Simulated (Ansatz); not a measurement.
Molecule (SMILES): F[O] (O-F), doublet.
Atoms: O1, F2. Bonds: O1-F2.

How fast the optimised O1-F2 bond length converges with the basis for several methods (Ansatz, a program for electronic structure): deviation from each method's own reference, in Å. References: B3LYP 1.3476 Å, the value in pcseg-4; CCSD(T) 1.3519 Å, the value in def2-QZVPP; HF 1.3097 Å, the value in pcseg-4; MP2 1.3294 Å, the value in aug-cc-pVQZ; PBE 1.3584 Å, the value in pcseg-4. Cartesian d functions, on some or all atoms, in 6-31G*; all else is spherical. In correlated methods cores are frozen. Open shells are unrestricted. No added dispersion term, no relativity. The reference of a correlated method is not its basis-set limit, which lies further on.

```csv
basis,functions,B3LYP,CCSD(T),HF,MP2,PBE
def2-SVP,28,?,0.0069,-0.0007,0.0011,-0.0068
6-31G*,30,?,0.0270,0.0166,0.0145,0.0053
6-311G**,36,?,0.0061,0.0011,-0.0004,0.0043
cc-pVTZ,60,?,0.0042,0.0031,0.0020,0.0025
pcseg-2,60,?,0.0070,0.0031,0.0041,0.0025
"6-311++G(3df,3pd)",78,?,-0.0017,-0.0023,-0.0022,-0.0023
def2-TZVPPD,80,?,0.0058,0.0023,0.0029,0.0010
cc-pVQZ,110,?,0.0001,0.0010,-0.0004,0.0009
```

Q: What belongs in the gaps?

A: 
- def2-SVP, B3LYP: -0.0066
- 6-31G*, B3LYP: 0.0067
- 6-311G**, B3LYP: 0.0034
- cc-pVTZ, B3LYP: 0.0028
- pcseg-2, B3LYP: 0.0026
- 6-311++G(3df,3pd), B3LYP: -0.0021
- def2-TZVPPD, B3LYP: 0.0012
- cc-pVQZ, B3LYP: 0.0009

Mean absolute deviation over 6-311G**, cc-pVTZ, pcseg-2, 6-311++G(3df,3pd), def2-TZVPPD: MP2 0.0023, HF 0.0024, B3LYP 0.0024, PBE 0.0025, CCSD(T) 0.0050 Å.
